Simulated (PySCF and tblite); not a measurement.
Results of a calculation; reference values are marked as such.
C3H8O, numbered as in [CH3:1][CH2:2][CH2:3][OH:4].

Search: ETKDG and KDG, MMFF94s, GFN2-xTB, 90 starts; geometries at GFN2-xTB. Weights use PBE0-D3(BJ)/pcSseg-1 (IEF-PCM, chloroform) energies plus GFN2-xTB zero-point and thermal terms (modes under about 100 cm⁻¹ blended into free rotors). Symmetry numbers and mirror images are counted. Conformers within 3 kcal/mol (GFN2-xTB free energy) were kept, 10 at most. Couplings: B3LYP/pcJ-1 (gas phase; spin-dipole term only for pairs with B, N, F, Si or P). Couplings are for ¹³C, ¹H, ¹⁷O; a prime marks the second kind of pair between the same two sets of atoms. Run with PySCF (density fitting) and tblite.

Torsions listed: C1–C2–C3–O4, C2–C3–O4–H4. Of a mirror pair one member is shown.

| conformer | shape | weight % |
| --- | --- | --- |
| 1 | 62°, 56° | 31.1 |
| 2 | -178°, -58° | 22.9 |
| 3 | 68°, -58° | 21.8 |
| 4 | 67°, -179° | 16.2 |
| 5 | 180°, 180° | 8.1 |

Give the couplings in each conformer and the averages at 298.15 K (pairs that fast motion interchanges averaged).


```csv
coupling,pairs,1,2,3,4,5,average (Hz)
"¹J(C1,C2)",1,34.6,33.0,34.6,34.1,34.1,34.1
"³J(C1,O4)",1,-0.2,-0.8,-0.2,-1.3,-4.8,-0.9
"¹J(C1,H1)",3,132.4,131.9,131.2,132.3,131.5,131.9
"²J(C1,H2)",2,-3.0,-3.7,-2.9,-3.1,-3.5,-3.2
"³J(C1,H3)",2,6.1,1.5,7.0,6.7,1.6,5.0
"¹J(C2,C3)",1,34.6,35.1,35.1,39.0,39.3,35.9
"²J(C2,O4)",1,0.3,0.4,-0.5,-9.6,-10.6,-2.4
"²J(H1,C2)",3,-3.7,-3.6,-3.5,-3.8,-3.8,-3.7
"¹J(C2,H2)",2,131.1,133.2,132.8,133.2,135.0,132.6
"²J(C2,H3)",2,-0.4,-0.6,-0.3,-2.0,-2.3,-0.8
"³J(C2,H4)",1,1.5,1.1,1.0,10.4,10.7,3.5
"¹J(C3,O4)",1,20.3,20.2,20.8,19.5,19.6,20.2
"³J(H1,C3)",3,5.5,7.1,5.6,5.8,7.3,6.1
"²J(H2,C3)",2,-2.5,-5.0,-2.7,-2.6,-5.8,-3.4
"¹J(C3,H3)",2,145.9,145.7,145.5,142.1,142.0,144.8
"²J(C3,H4)",1,-2.6,-2.6,-2.8,-1.9,-2.0,-2.5
"³J(H2,O4)",2,-2.6,-1.0,-2.7,-6.9,-1.8,-2.9
"²J(H3,O4)",2,-9.1,-8.8,-8.8,-3.0,-2.9,-7.5
"¹J(O4,H4)",1,-70.2,-70.5,-70.0,-73.4,-71.9,-70.9
"²J(H1,H1)",3,-13.4,-13.4,-13.5,-13.2,-13.3,-13.4
"³J(H1,H2)",6,7.7,7.9,7.9,7.7,8.0,7.8
"²J(H2,H2)",1,-13.9,-12.0,-13.9,-13.5,-12.8,-13.3
"³J(H2,H3)",2,7.6,4.8,7.8,7.8,4.9,6.8
"³J(H2,H3′)",2,2.6,12.5,2.1,2.2,12.4,5.5
"²J(H3,H3)",1,-11.4,-11.0,-11.6,-7.5,-6.9,-10.4
"³J(H3,H4)",2,8.8,9.0,9.2,1.2,1.2,7.1
```
